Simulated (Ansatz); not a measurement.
A run on C4H9N, SMILES `C=CN(C)C` with other settings.

```yaml
crystal:
  periodic: [false, false, false]
  atoms:
    - {symbol: C, position_ang: [-1.865498, 0.858151, 0.313917]}
    - {symbol: C, position_ang: [-0.934709, -0.037422, 0.661367]}
    - {symbol: N, position_ang: [0.373603, -0.086789, 0.248379]}
    - {symbol: C, position_ang: [0.794213, 0.843119, -0.761222]}
    - {symbol: C, position_ang: [1.015814, -1.375600, 0.222273]}
    - {symbol: H, position_ang: [-2.841035, 0.815885, 0.777157]}
    - {symbol: H, position_ang: [-1.687284, 1.647087, -0.404682]}
    - {symbol: H, position_ang: [-1.186202, -0.820032, 1.372568]}
    - {symbol: H, position_ang: [0.553304, 1.862424, -0.451450]}
    - {symbol: H, position_ang: [1.874903, 0.770772, -0.892478]}
    - {symbol: H, position_ang: [0.311343, 0.660050, -1.734131]}
    - {symbol: H, position_ang: [0.703191, -1.958176, 1.090620]}
    - {symbol: H, position_ang: [2.100579, -1.252934, 0.268495]}
    - {symbol: H, position_ang: [0.774880, -1.955834, -0.681913]}
basis:
  gaussian: {orbitals: ANO-RCC-VTZP}
hamiltonian: {xc: {name: wB97M-V}}
```

```sh
$ ansatz run in.yaml --threads 4 --pin off --events-out ev --progress --plain --max-ram 10444MiB
```

It prints (some lines left out):

```
Functional definition: wB97M-V
1608 factors; their error is unknown
493 factors; integrals over basis functions are off by at most 7.3e-6 eV
mean field evaluation 1: about -5780.4650 eV, gradient 4.8e1 eV
mean field evaluation 2: about -5783.1682 eV, gradient 3.4e1 eV
mean field evaluation 4: about -5785.7818 eV, gradient 2.3e0 eV
mean field evaluation 8: about -5785.8026 eV, gradient 5.8e-2 eV
mean field evaluation 16: about -5785.7655 eV, gradient 7.5e-5 eV
mean field -5785.76549313 eV, -212.6229601397 hartree, gradient 7.6e-6 eV, S^2 0.000000; 0 other end points of the search recorded, 0 dependent functions left out
reference -5785.76558723 eV, -212.6229635979 hartree; 20, 20 occupied and 256, 256 virtual orbitals, 1608 factors
Total energy: -5785.76558723 eV, -212.6229635979 hartree
Relativity: scalar
```

Run time 16 s (4 threads of an Arm Neoverse V1 on a shared host); peak host memory 1 GiB.
